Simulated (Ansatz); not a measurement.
**C₂Si: up Jacob's ladder to CCSD(T)**

An exercise on one series of results from a longer session: the logs are not shown, and one member is left open.

The runs use Ansatz 0.2.0, Gaussian basis; functionals in def2-TZVPP, the program's frozen cores in correlated methods.

Plan: LDA (SPW92), PBE-D4, revPBE-D4, BLYP-D4, r2SCAN-D4, B97M-V, PBE0-D4, B3LYP-D4, r2SCANh-D4, r2SCAN0-D4, HSE06-D4, BHLYP-D4, CAM-B3LYP-D4, LC-ωPBE, ωB97X-V, ωB97M-V, B2PLYP, PBE-QIDH; CCSD(T)/def2-SVP; CCSD(T)/def2-TZVPP; CCSD(T)/def2-QZVPP; extrapolation to the limit; RPA on PBE.

## The geometry

All runs share one geometry, relaxed beforehand with PBE0-D4 in a triple-zeta def2 set.

3 atoms, charge 0, spin multiplicity 1.

Atoms are counted from 1 here; the program's logs count them from 0.

Bond lengths: C1–C2 1.278 Å, C2–Si3 1.690 Å. Angles: C1–C2–Si3 180.0°.

Set-up of the first run:

Contents of in.yaml:

```yaml
crystal:
  periodic: [false, false, false]
  atoms:
    - {symbol: C, position_ang: [-1.097950, 0.728313, -0.516243]}
    - {symbol: C, position_ang: [-0.106623, 0.070290, -0.050177]}
    - {symbol: Si, position_ang: [1.204573, -0.798613, 0.566419]}
basis:
  gaussian: {orbitals: def2-TZVPP}
hamiltonian: {xc: lda}
output: {orbitals: {seedname: orbitals}}
```

Launch:

```bash
ansatz run in.yaml --threads 2 --pin off --events-out ev --progress --plain --max-ram 32768MiB --backend cpu
```

Among the steps run: LDA; PBE-D4 (GGA); revPBE-D4 (GGA); BLYP-D4 (GGA); r2SCAN-D4 (meta-GGA); B97M-V (meta-GGA); PBE0-D4 (hybrid); B3LYP-D4 (hybrid); r2SCANh-D4 (hybrid); r2SCAN0-D4 (hybrid); HSE06-D4 (hybrid); BHLYP-D4 (hybrid); CAM-B3LYP-D4 (range-separated); LC-ωPBE (range-separated); ωB97X-V (range-separated); ωB97M-V (range-separated); B2PLYP (double hybrid); PBE-QIDH (double hybrid).

One table of the session follows, with a row left open; its other results are not shown here.

It belongs to the step «Frontier levels by functional». 

| functional | HOMO (eV) | LUMO (eV) | gap (eV) |
| --- | --- | --- | --- |
| LDA (SPW92) | -6.41 | -4.54 | 1.87 |
| PBE-D4 | -6.35 | -4.35 | 2.00 |
| revPBE-D4 | -6.32 | -4.29 | 2.03 |
| BLYP-D4 | -6.26 | -4.17 | 2.09 |
| r2SCAN-D4 | -6.72 | -4.28 | 2.44 |
| B97M-V | -6.84 | -4.10 | 2.74 |
| PBE0-D4 | ? | ? | ? |
| B3LYP-D4 | -7.61 | -3.70 | 3.91 |
| r2SCANh-D4 | -7.27 | -3.98 | 3.29 |
| r2SCAN0-D4 | -8.08 | -3.52 | 4.57 |
| HSE06-D4 | -7.44 | -3.93 | 3.51 |
| BHLYP-D4 | -9.27 | -2.60 | 6.67 |
| CAM-B3LYP-D4 | -9.31 | -2.48 | 6.83 |
| LC-ωPBE | -10.71 | -1.51 | 9.20 |
| ωB97X-V | -10.35 | -1.51 | 8.84 |
| ωB97M-V | -10.18 | -1.55 | 8.63 |

Q: Estimate the row for PBE0-D4 from the others.

As computed: HOMO (eV): -7.85; LUMO (eV): -3.56; gap (eV): 4.29. In the column «HOMO (eV)» it lies between r2SCAN0-D4 (-8.08) and B3LYP-D4 (-7.61).
